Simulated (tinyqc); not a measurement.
Inside a calculation (part 2 of 2). Method: RHF in the sto-6g basis, for H2O, spin multiplicity 1. Computed by tinyqc, a small Python program that keeps every step (integrals from PySCF). Command: `OMP_NUM_THREADS=1 python tinyqc.py 26672 26673 out.jsonl` (the two numbers bound the seeds that draw the settings). One thread of a shared host (Intel(R) Xeon(R) Processor @ 2.60GHz), about 0.1 s of CPU time with the checks.

Geometry (angstrom):
```
atom         x          y         z
O     0.000000   0.000000  0.000000
H     0.000000   0.749000  0.591000
H     0.000000  -0.749000  0.591000
```

## Iteration 32 (converged): orbitals

converged F (hartree), order 1O 1s, 1O 2s, 1O 2px, 1O 2py, 1O 2pz, 2H 1s, 3H 1s:
$$\begin{pmatrix}
-20.502091 & -4.964346 & 0.000000 & 0.000000 & -0.029250 & -1.207243 & -1.207243 \\
-4.964346 & -2.345476 & 0.000000 & 0.000000 & -0.130176 & -1.018432 & -1.018432 \\
0.000000 & 0.000000 & -0.398506 & 0.000001 & 0.000000 & 0.000000 & 0.000001 \\
0.000000 & 0.000000 & 0.000001 & -0.328804 & 0.000000 & -0.393912 & 0.393911 \\
-0.029250 & -0.130176 & 0.000000 & 0.000000 & -0.362215 & -0.373046 & -0.373046 \\
-1.207243 & -1.018432 & 0.000000 & -0.393912 & -0.373046 & -0.584854 & -0.402555 \\
-1.207243 & -1.018432 & 0.000001 & 0.393911 & -0.373046 & -0.402555 & -0.584854
\end{pmatrix}$$

X, order 1O 1s, 1O 2s, 1O 2px, 1O 2py, 1O 2pz, 2H 1s, 3H 1s:
$$\begin{pmatrix}
1.022852 & -0.138898 & 0.000000 & 0.000000 & -0.009609 & 0.020036 & 0.020036 \\
-0.138898 & 1.250544 & 0.000000 & 0.000000 & 0.114872 & -0.299515 & -0.299515 \\
0.000000 & 0.000000 & 1.000000 & 0.000000 & 0.000000 & 0.000000 & 0.000000 \\
0.000000 & 0.000000 & 0.000000 & 1.113234 & 0.000000 & -0.231767 & 0.231767 \\
-0.009609 & 0.114872 & 0.000000 & 0.000000 & 1.057454 & -0.150262 & -0.150262 \\
0.020036 & -0.299515 & 0.000000 & -0.231767 & -0.150262 & 1.214211 & -0.092135 \\
0.020036 & -0.299515 & 0.000000 & 0.231767 & -0.150262 & -0.092135 & 1.214211
\end{pmatrix}$$

Diagonalise F' = X^T F X, C = X C', fill 5 alpha and 5 beta electrons from the bottom; D = 2 C_occ C_occ^T. Each column has its largest component positive (the first on a tie).

F' = X^T F X (hartree):
$$\begin{pmatrix}
-20.172410 & -2.506392 & 0.000000 & 0.000000 & -0.046263 & -0.213688 & -0.213688 \\
-2.506392 & -1.181057 & 0.000000 & 0.000000 & 0.116823 & -0.519793 & -0.519793 \\
0.000000 & 0.000000 & -0.398506 & 0.000002 & 0.000000 & -0.000001 & 0.000001 \\
0.000000 & 0.000000 & 0.000002 & -0.020534 & 0.000000 & -0.475143 & 0.475143 \\
-0.046263 & 0.116823 & 0.000000 & 0.000000 & -0.202091 & -0.336353 & -0.336354 \\
-0.213688 & -0.519793 & -0.000001 & -0.475143 & -0.336353 & 0.020996 & -0.109634 \\
-0.213688 & -0.519793 & 0.000001 & 0.475143 & -0.336354 & -0.109634 & 0.020996
\end{pmatrix}$$

orbital energies (hartree): MO1 -20.505325, MO2 -1.279093, MO3 -0.621143, MO4 -0.462317, MO5 -0.398506, MO6 0.602540, MO7 0.731239

coefficients C, order 1O 1s, 1O 2s, 1O 2px, 1O 2py, 1O 2pz, 2H 1s, 3H 1s:
$$\begin{pmatrix}
0.996637 & -0.221571 & 0.000000 & 0.096419 & 0.000000 & -0.121401 & 0.000000 \\
0.016025 & 0.836337 & -0.000001 & -0.537748 & 0.000001 & 0.887061 & 0.000000 \\
0.000000 & 0.000000 & -0.000002 & 0.000001 & 1.000000 & 0.000000 & 0.000002 \\
0.000000 & 0.000000 & 0.611574 & 0.000000 & -0.000001 & 0.000001 & 0.986255 \\
0.003292 & 0.132232 & 0.000000 & 0.775250 & -0.000001 & 0.747092 & -0.000001 \\
-0.003790 & 0.154423 & 0.442787 & 0.278142 & 0.000002 & -0.800620 & -0.843164 \\
-0.003790 & 0.154423 & -0.442786 & 0.278144 & -0.000003 & -0.800619 & 0.843165
\end{pmatrix}$$

D after iteration 32, order 1O 1s, 1O 2s, 1O 2px, 1O 2py, 1O 2pz, 2H 1s, 3H 1s:
$$\begin{pmatrix}
2.103350 & -0.442372 & 0.000000 & 0.000000 & 0.097462 & -0.022349 & -0.022349 \\
-0.442372 & 1.977779 & 0.000001 & -0.000001 & -0.612490 & -0.040963 & -0.040963 \\
0.000000 & 0.000001 & 2.000000 & -0.000004 & 0.000001 & 0.000003 & -0.000004 \\
0.000000 & -0.000001 & -0.000004 & 0.748046 & 0.000001 & 0.541594 & -0.541593 \\
0.097462 & -0.612490 & 0.000001 & 0.000001 & 1.237016 & 0.472074 & 0.472076 \\
-0.022349 & -0.040963 & 0.000003 & 0.541594 & 0.472074 & 0.594568 & -0.189671 \\
-0.022349 & -0.040963 & -0.000004 & -0.541593 & 0.472076 & -0.189671 & 0.594568
\end{pmatrix}$$

## Convergence

Stop when the energy changes by less than 1e-08 hartree and every element of the error matrix X^T (F D S - S D F) X is below 3e-05.

Course of the cycle:
```
iteration   E (hartree)     change  largest element of the error matrix
1          -68.25626295          -                             7.18e+00
2          -71.58941339  -3.33e+00                             3.47e+00
3          -73.47073122  -1.88e+00                             1.73e+00
4          -74.51797441  -1.05e+00                             8.78e-01
5          -75.07977407  -5.62e-01                             4.47e-01
6          -75.37312912  -2.93e-01                             2.28e-01
7          -75.52380577  -1.51e-01                             1.17e-01
8          -75.60045474  -7.66e-02                             5.98e-02
9          -75.63922760  -3.88e-02                             3.12e-02
10         -75.65877625  -1.95e-02                             1.65e-02
11         -75.66861291  -9.84e-03                             8.83e-03
12         -75.67355658  -4.94e-03                             5.67e-03
13         -75.67603922  -2.48e-03                             3.78e-03
14         -75.67728534  -1.25e-03                             2.52e-03
...                 ...        ...                                  ...
19         -75.67849996  -3.96e-05                             3.59e-04
20         -75.67851979  -1.98e-05                             2.48e-04
21         -75.67852974  -9.94e-06                             1.72e-04
22         -75.67853472  -4.99e-06                             1.19e-04
23         -75.67853722  -2.50e-06                             8.30e-05
24         -75.67853848  -1.25e-06                             5.80e-05
25         -75.67853911  -6.29e-07                             4.07e-05
26         -75.67853942  -3.15e-07                             2.86e-05
27         -75.67853958  -1.58e-07                             2.03e-05
28         -75.67853966  -7.93e-08                             1.45e-05
29         -75.67853970  -3.98e-08                             1.04e-05
30         -75.67853972  -1.99e-08                             7.39e-06
31         -75.67853973  -1.00e-08                             5.28e-06
32         -75.67853973  -5.02e-09                             3.76e-06
```

PySCF RHF in the same basis = -75.67853974 hartree

Converged in 32 iterations.

## Populations, bond orders and dipole

overlap S, order 1O 1s, 1O 2s, 1O 2px, 1O 2py, 1O 2pz, 2H 1s, 3H 1s:
$$\begin{pmatrix}
1.000000 & 0.231145 & 0.000000 & 0.000000 & 0.000000 & 0.055827 & 0.055827 \\
0.231145 & 1.000000 & 0.000000 & 0.000000 & 0.000000 & 0.478834 & 0.478834 \\
0.000000 & 0.000000 & 1.000000 & 0.000000 & 0.000000 & 0.000000 & 0.000000 \\
0.000000 & 0.000000 & 0.000000 & 1.000000 & 0.000000 & 0.309144 & -0.309144 \\
0.000000 & 0.000000 & 0.000000 & 0.000000 & 1.000000 & 0.243931 & 0.243931 \\
0.055827 & 0.478834 & 0.000000 & 0.309144 & 0.243931 & 1.000000 & 0.257583 \\
0.055827 & 0.478834 & 0.000000 & -0.309144 & 0.243931 & 0.257583 & 1.000000
\end{pmatrix}$$

Mulliken: Z minus the diagonal of D S on the atom; Loewdin: the same with S^(1/2) D S^(1/2); Mayer order: 2 sum_s sum (D(s) S)_ij (D(s) S)_ji over the two atoms.

Charges (e):
```
atom   Mulliken    Loewdin
1O    -0.385131  -0.267790
2H     0.192566   0.133895
3H     0.192566   0.133895
```

Mayer bond orders:
```
pair     order
2-1   0.950893
3-1   0.950893
3-2   0.012025
```

dipole moment about the origin, x y z (debye): [0.000000, 0.000001, 1.772873]
